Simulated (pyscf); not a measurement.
Thermochemistry of product channels of TeH₂ + GeH₂ [singlet] on the singlet surface, in kcal/mol, from ωB97M-D3(BJ)/def2-TZVP energies (ideal gas, 1 atm, RRHO with modes under 100 cm⁻¹ raised to 100, one conformer, R ln 2 for chiral ones without a mode under 150 cm⁻¹). Optimised with ωB97X-D3(BJ)/def2-SVP in PySCF.

| products | ΔE | ΔH(298 K) | ΔG(298 K) | ΔG(900 K) |
|---|---|---|---|---|
| H₃Ge–TeH | -51.6 | -48.3 | -38.3 | -18.9 |
| :HGe–TeH [singlet] + H₂ | -25.5 | -24.8 | -22.9 | -20.3 |

These are energies of the channels, which say nothing of barriers. Elements up to Kr have no core potential and no relativistic terms here. Elements past Kr carry the def2 core potentials, without spin-orbit coupling.
